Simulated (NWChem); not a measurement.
All runs are NWChem calculations. System: C2H6, charge 1, spin multiplicity 2, at the geometry of a parent with another charge or spin, in a state set for the comparison that need not be this species' ground state. Its SCF solution wasn't tested for a lower state. Level: UHF/def2-TZVPP.

The NWChem input:

```
start mol
memory heap 200 mb stack 900 mb global 1100 mb
charge 1
geometry units angstroms nocenter noautoz
  C      0.762767     0.044610     0.000000
  C     -0.762767    -0.044610     0.000000
  H      1.142109     0.583216     0.892917
  H      1.142109     0.583216    -0.892917
  H      1.232456    -0.960730     0.000000
  H     -1.142109    -0.583216     0.892917
  H     -1.142109    -0.583216    -0.892917
  H     -1.232456     0.960730     0.000000
  symmetry group C2h
end
basis spherical
  * library def2-tzvpp
end
scf
  uhf
  nopen 1
  maxiter 100
  thresh 1e-7
  semidirect memsize 60000000 filesize 0
  # guess.movecs holds the orbitals of an unrestricted PBE0 run
  vectors input guess.movecs output mol.movecs
end
task scf energy
```

NWChem printed:

```
             Northwest Computational Chemistry Package (NWChem) 7.3.0
             --------------------------------------------------------

                                NWChem Input Module
                                -------------------

 Scaling coordinates for geometry "geometry" by  1.889725989
 (inverse scale =  0.529177249)

 Turning off AUTOSYM since
 SYMMETRY directive was detected!

                             Geometry "geometry" -> ""
                             -------------------------

 Output coordinates in angstroms (scale by  1.889725989 to convert to a.u.)

  No.       Tag          Charge          X              Y              Z
 ---- ---------------- ---------- -------------- -------------- --------------
    1 C                    6.0000     0.76276700     0.04461000     0.00000000
    2 C                    6.0000    -0.76276700    -0.04461000     0.00000000
    3 H                    1.0000     1.14210900     0.58321600     0.89291700
    4 H                    1.0000     1.14210900     0.58321600    -0.89291700
    5 H                    1.0000     1.23245600    -0.96073000     0.00000000
    6 H                    1.0000    -1.14210900    -0.58321600     0.89291700
    7 H                    1.0000    -1.14210900    -0.58321600    -0.89291700
    8 H                    1.0000    -1.23245600     0.96073000     0.00000000

 Effective nuclear repulsion energy (a.u.)      41.8353715753

            Nuclear Dipole moment (a.u.)
            ----------------------------
        X                 Y               Z
 ---------------- ---------------- ----------------
    -0.0000000000     0.0000000000     0.0000000000

      Symmetry information
      --------------------

 Group name             C2h
 Group number             21
 Group order               4
 No. of unique centers     3

      Symmetry unique atoms

     1    3    5


 Summary of "ao basis" -> "" (spherical)
 ------------------------------------------------------------------------------
       Tag                 Description            Shells   Functions and Types
 ---------------- ------------------------------  ------  ---------------------
 *                         def2-tzvpp                 on all atoms

 Summary of "ao basis" -> "ao basis" (spherical)
 ------------------------------------------------------------------------------
       Tag                 Description            Shells   Functions and Types
 ---------------- ------------------------------  ------  ---------------------
 C                         def2-tzvpp               11       31   5s3p2d1f
 H                         def2-tzvpp                6       14   3s2p1d

                                 NWChem SCF Module
                                 -----------------

  ao basis        = "ao basis"
  functions       =   146
  atoms           =     8
  alpha electrons =     9
  beta  electrons =     8
  charge          =   1.00
  wavefunction    = UHF
  use symmetry    = T
  symmetry adapt  = T

 Summary of "ao basis" -> "ao basis" (spherical)
 ------------------------------------------------------------------------------
       Tag                 Description            Shells   Functions and Types
 ---------------- ------------------------------  ------  ---------------------
 C                         def2-tzvpp               11       31   5s3p2d1f
 H                         def2-tzvpp                6       14   3s2p1d

      Symmetry analysis of basis
      --------------------------

        ag         45
        au         28
        bg         28
        bu         45

 Forming initial guess at       0.1s

   Symmetry analysis of molecular orbitals - initial alpha
   -------------------------------------------------------

  Numbering of irreducible representations:

     1 ag          2 au          3 bg          4 bu

  Orbital symmetries:

     1 ag          2 bu          3 ag          4 bu          5 bu
     6 au          7 ag          8 ag          9 bg         10 ag
    11 bu         12 bu         13 au         14 ag         15 bg
    16 bu         17 ag         18 bu         19 au

   Symmetry analysis of molecular orbitals - initial beta
   ------------------------------------------------------

  Numbering of irreducible representations:

     1 ag          2 au          3 bg          4 bu

  Orbital symmetries:

     1 ag          2 bu          3 ag          4 bu          5 au
     6 bu          7 ag          8 bg          9 ag         10 ag
    11 bu         12 bu         13 au         14 bg         15 ag
    16 bu         17 ag         18 bu         19 au

 Starting SCF solution at       0.2s

 ----------------------------------------------
         Quadratically convergent UHF

 Convergence threshold     :          1.000E-07
 Maximum no. of iterations :          100
 Integral*density screening:          1.000E-09
 ----------------------------------------------

              iter       energy          gnorm     gmax       time
             ----- ------------------- --------- --------- --------
                 1      -78.8029590112  4.06D-01  8.24D-02      2.6
                 2      -78.8134919920  2.43D-02  6.67D-03      3.7
  ga_iter_lsolve: convergence stagnant ... aborting solve

 Disabled NR: increased maxiter to 110

                 3      -78.8137482618  2.16D-02  6.76D-03      4.8
                 4      -78.8139464257  2.42D-02  6.45D-03      5.4
                 5      -78.8152631349  7.28D-02  1.59D-02      6.3
                 6      -78.8162825079  6.81D-02  1.90D-02      6.8
                 7      -78.8177612294  4.62D-02  9.44D-03      7.3
[...]
     8      0.240134  1 C  pz                39     -0.240134  2 C  pz
    11      0.219052  1 C  pz                42     -0.219052  2 C  pz
    64      0.155416  3 H  s                 78     -0.155416  4 H  s
   106     -0.155416  6 H  s                120      0.155416  7 H  s

 Vector    9  Occ=1.000000D+00  E=-7.824558D-01  Symmetry=ag
              MO Center=  1.4D-14,  7.8D-14,  8.1D-15, r^2= 2.2D+00
   Bfn.  Coefficient  Atom+Function         Bfn.  Coefficient  Atom+Function
  ----- ------------  ---------------      ----- ------------  ---------------
     7      0.239732  1 C  py                38     -0.239732  2 C  py
    10      0.218707  1 C  py                41     -0.218707  2 C  py
    92     -0.179425  5 H  s                134     -0.179425  8 H  s

 Vector   10  Occ=0.000000D+00  E=-6.647743D-02  Symmetry=ag
              MO Center= -2.9D-15, -2.5D-15,  2.2D-16, r^2= 6.5D+00
   Bfn.  Coefficient  Atom+Function         Bfn.  Coefficient  Atom+Function
  ----- ------------  ---------------      ----- ------------  ---------------
     5      2.497065  1 C  s                 36      2.497065  2 C  s
    65     -1.203934  3 H  s                 79     -1.203934  4 H  s
    93     -1.203741  5 H  s                107     -1.203934  6 H  s
   121     -1.203934  7 H  s                135     -1.203741  8 H  s
    12      0.613062  1 C  px                43     -0.613062  2 C  px

 Vector   11  Occ=0.000000D+00  E=-2.551554D-02  Symmetry=bu
              MO Center= -1.4D-14, -1.2D-15, -1.7D-15, r^2= 7.6D+00
   Bfn.  Coefficient  Atom+Function         Bfn.  Coefficient  Atom+Function
  ----- ------------  ---------------      ----- ------------  ---------------
     5      5.570815  1 C  s                 36     -5.570815  2 C  s
    12     -1.322610  1 C  px                43     -1.322610  2 C  px
    65     -1.142636  3 H  s                 79     -1.142636  4 H  s
    93     -1.142115  5 H  s                107      1.142636  6 H  s
   121      1.142636  7 H  s                135      1.142115  8 H  s

 Vector   12  Occ=0.000000D+00  E= 3.542350D-03  Symmetry=au
              MO Center= -2.5D-15, -2.4D-15,  1.0D-14, r^2= 6.6D+00
   Bfn.  Coefficient  Atom+Function         Bfn.  Coefficient  Atom+Function
  ----- ------------  ---------------      ----- ------------  ---------------
    65      1.491066  3 H  s                 79     -1.491066  4 H  s
   107      1.491066  6 H  s                121     -1.491066  7 H  s
    14     -0.756976  1 C  pz                45     -0.756976  2 C  pz
     8     -0.162573  1 C  pz                39     -0.162573  2 C  pz
    11     -0.160121  1 C  pz                42     -0.160121  2 C  pz

                     UHF Final Beta Molecular Orbital Analysis
                     -----------------------------------------

 Vector    6  Occ=1.000000D+00  E=-8.869574D-01  Symmetry=bu
              MO Center=  1.9D-17,  2.5D-17,  1.1D-17, r^2= 1.9D+00
   Bfn.  Coefficient  Atom+Function         Bfn.  Coefficient  Atom+Function
  ----- ------------  ---------------      ----- ------------  ---------------
     7      0.236712  1 C  py                38      0.236712  2 C  py
    10      0.199769  1 C  py                41      0.199769  2 C  py
    92     -0.155789  5 H  s                134      0.155789  8 H  s

 Vector    7  Occ=1.000000D+00  E=-7.687893D-01  Symmetry=ag
              MO Center=  1.6D-15,  7.0D-16, -1.1D-15, r^2= 2.2D+00
   Bfn.  Coefficient  Atom+Function         Bfn.  Coefficient  Atom+Function
  ----- ------------  ---------------      ----- ------------  ---------------
     7      0.238713  1 C  py                38     -0.238713  2 C  py
    10      0.218034  1 C  py                41     -0.218034  2 C  py
    92     -0.182504  5 H  s                134     -0.182504  8 H  s

 Vector    8  Occ=1.000000D+00  E=-7.687807D-01  Symmetry=bg
              MO Center= -2.9D-16,  2.2D-17, -1.6D-17, r^2= 2.2D+00
   Bfn.  Coefficient  Atom+Function         Bfn.  Coefficient  Atom+Function
  ----- ------------  ---------------      ----- ------------  ---------------
     8      0.239138  1 C  pz                39     -0.239138  2 C  pz
    11      0.218434  1 C  pz                42     -0.218434  2 C  pz
    64      0.157993  3 H  s                 78     -0.157993  4 H  s
   106     -0.157993  6 H  s                120      0.157993  7 H  s

 Vector    9  Occ=0.000000D+00  E=-3.729737D-01  Symmetry=ag
              MO Center= -9.0D-17,  9.4D-18,  8.7D-19, r^2= 1.9D+00
   Bfn.  Coefficient  Atom+Function         Bfn.  Coefficient  Atom+Function
  ----- ------------  ---------------      ----- ------------  ---------------
     6      0.257742  1 C  px                37     -0.257742  2 C  px
     9      0.228212  1 C  px                40     -0.228212  2 C  px

 Vector   10  Occ=0.000000D+00  E=-5.705197D-02  Symmetry=ag
              MO Center=  6.7D-15,  2.8D-15,  8.9D-16, r^2= 6.5D+00
   Bfn.  Coefficient  Atom+Function         Bfn.  Coefficient  Atom+Function
  ----- ------------  ---------------      ----- ------------  ---------------
     5      2.614822  1 C  s                 36      2.614822  2 C  s
    65     -1.243708  3 H  s                 79     -1.243708  4 H  s
    93     -1.243669  5 H  s                107     -1.243708  6 H  s
   121     -1.243708  7 H  s                135     -1.243669  8 H  s
    12      0.670303  1 C  px                43     -0.670303  2 C  px

 Vector   11  Occ=0.000000D+00  E=-1.890357D-02  Symmetry=bu
              MO Center= -3.1D-15,  8.9D-16,  6.1D-16, r^2= 7.9D+00
   Bfn.  Coefficient  Atom+Function         Bfn.  Coefficient  Atom+Function
  ----- ------------  ---------------      ----- ------------  ---------------
     5      5.737303  1 C  s                 36     -5.737303  2 C  s
    12     -1.243388  1 C  px                43     -1.243388  2 C  px
    65     -1.228432  3 H  s                 79     -1.228432  4 H  s
    93     -1.227821  5 H  s                107      1.228432  6 H  s
   121      1.228432  7 H  s                135      1.227821  8 H  s

 center of mass
 --------------
 x =   0.00000000 y =   0.00000000 z =   0.00000000

 moments of inertia (a.u.)
 ------------------
          23.188988616599          -3.982583901904           0.000000000000
          -3.982583901904          91.054389368667           0.000000000000
           0.000000000000           0.000000000000          91.287443920798

  Mulliken analysis of the total density
  --------------------------------------

    Atom       Charge   Shell Charges
 -----------   ------   -------------------------------------------------------
    1 C    6     6.03   0.86  1.12  0.52  0.61  0.06  1.20  1.34  0.23  0.02  0.07  0.00
    2 C    6     6.03   0.86  1.12  0.52  0.61  0.06  1.20  1.34  0.23  0.02  0.07  0.00
    3 H    1     0.82   0.25  0.46  0.07  0.01  0.03  0.00
    4 H    1     0.82   0.25  0.46  0.07  0.01  0.03  0.00
    5 H    1     0.82   0.25  0.46  0.07  0.01  0.03  0.00
    6 H    1     0.82   0.25  0.46  0.07  0.01  0.03  0.00
    7 H    1     0.82   0.25  0.46  0.07  0.01  0.03  0.00
    8 H    1     0.82   0.25  0.46  0.07  0.01  0.03  0.00

  Mulliken analysis of the alpha density
  --------------------------------------

    Atom       Charge   Shell Charges
 -----------   ------   -------------------------------------------------------
    1 C    6     3.24   0.43  0.56  0.26  0.29  0.02  0.71  0.79  0.12  0.01  0.04  0.00
    2 C    6     3.24   0.43  0.56  0.26  0.29  0.02  0.71  0.79  0.12  0.01  0.04  0.00
    3 H    1     0.42   0.13  0.23  0.04  0.00  0.02  0.00
    4 H    1     0.42   0.13  0.23  0.04  0.00  0.02  0.00
    5 H    1     0.42   0.13  0.23  0.04  0.00  0.02  0.00
    6 H    1     0.42   0.13  0.23  0.04  0.00  0.02  0.00
    7 H    1     0.42   0.13  0.23  0.04  0.00  0.02  0.00
    8 H    1     0.42   0.13  0.23  0.04  0.00  0.02  0.00

   Mulliken analysis of the beta density
   -------------------------------------

    Atom       Charge   Shell Charges
 -----------   ------   -------------------------------------------------------
    1 C    6     2.79   0.43  0.56  0.25  0.32  0.04  0.49  0.55  0.11  0.01  0.03  0.00
    2 C    6     2.79   0.43  0.56  0.25  0.32  0.04  0.49  0.55  0.11  0.01  0.03  0.00
    3 H    1     0.40   0.12  0.23  0.03  0.00  0.01  0.00
    4 H    1     0.40   0.12  0.23  0.03  0.00  0.01  0.00
    5 H    1     0.40   0.12  0.23  0.03  0.00  0.01  0.00
    6 H    1     0.40   0.12  0.23  0.03  0.00  0.01  0.00
    7 H    1     0.40   0.12  0.23  0.03  0.00  0.01  0.00
    8 H    1     0.40   0.12  0.23  0.03  0.00  0.01  0.00

   Mulliken analysis of the spin density
   -------------------------------------

    Atom       Charge   Shell Charges
 -----------   ------   -------------------------------------------------------
    1 C    6     0.45  -0.00 -0.00  0.01 -0.02 -0.02  0.21  0.23  0.01  0.00  0.01  0.00
    2 C    6     0.45  -0.00 -0.00  0.01 -0.02 -0.02  0.21  0.23  0.01  0.00  0.01  0.00
    3 H    1     0.02   0.01  0.00  0.00  0.00  0.00  0.00
    4 H    1     0.02   0.01  0.00  0.00  0.00  0.00  0.00
    5 H    1     0.02   0.01  0.00  0.00  0.00  0.00  0.00
    6 H    1     0.02   0.01  0.00  0.00  0.00  0.00  0.00
    7 H    1     0.02   0.01  0.00  0.00  0.00  0.00  0.00
    8 H    1     0.02   0.01  0.00  0.00  0.00  0.00  0.00

       Multipole analysis of the density wrt the origin
       ------------------------------------------------

     L   x y z        total         alpha         beta         nuclear
     -   - - -        -----         -----         ----         -------
     0   0 0 0      1.000000     -9.000000     -8.000000     18.000000

     1   1 0 0     -0.000000     -0.000000      0.000000     -0.000000
     1   0 1 0     -0.000000     -0.000000      0.000000      0.000000
     1   0 0 1     -0.000000     -0.000000      0.000000      0.000000

     2   2 0 0     -4.371193    -31.365937    -27.418668     54.413412
     2   1 1 0      0.228320     -1.247504     -1.040328      2.516152
     2   1 0 1     -0.000000     -0.000000     -0.000000      0.000000
     2   0 2 0     -8.238438    -10.116660     -9.657918     11.536139
     2   0 1 1      0.000000      0.000000      0.000000      0.000000
     2   0 0 2     -8.251325    -10.043823     -9.596352     11.388849

 Task  times  cpu:       42.1s     wall:       42.1s

 Total times  cpu:       42.1s     wall:       42.1s
```
